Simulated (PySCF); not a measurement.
**How methods differ on the electron affinity of Li**

Li⁻ [He] 2s2 (1S) → Li [He] 2s1 (2S), as a difference of total energies. Computed with PySCF 2.14 in aug-cc-pVQZ with one added diffuse shell each of s, p, d, f, g type (7s6p5d4f3g, 105 functions), with no relativity, point nucleus. Correlated levels: valence: 1s2 frozen. The calculations carry no spin-orbit coupling.

```tsv
method	electron affinity (eV)
UHF	-0.123
LDA	0.593
PBE	0.519
PBE0	0.496
MN15	0.755
TPSSh	0.581
wB97X	0.480
MP2 (valence)	0.367
SCS-MP2 (valence)	0.465
```

Task: Estimate what r2SCAN gives.

Result: 0.448 eV, closest to SCS-MP2 (valence) among the rows shown.

Task: Estimate what HSE06 gives.

Result: 0.492 eV, closest to PBE0 among the rows shown.

Errors of the correlated levels include the incompleteness of this basis and the frozen core.

A negative affinity means that the anion lies above the atom at that level of theory.

In the anion the highest occupied orbital energy is positive at LDA, PBE, PBE0, r2SCAN, MN15, TPSSh, HSE06, a self-interaction effect; the basis confines that electron, and the energy difference can still be sensible.

For comparison: 0.618 eV (measured; photodetachment measurements, as compiled on the Wikipedia data page of electron affinities).
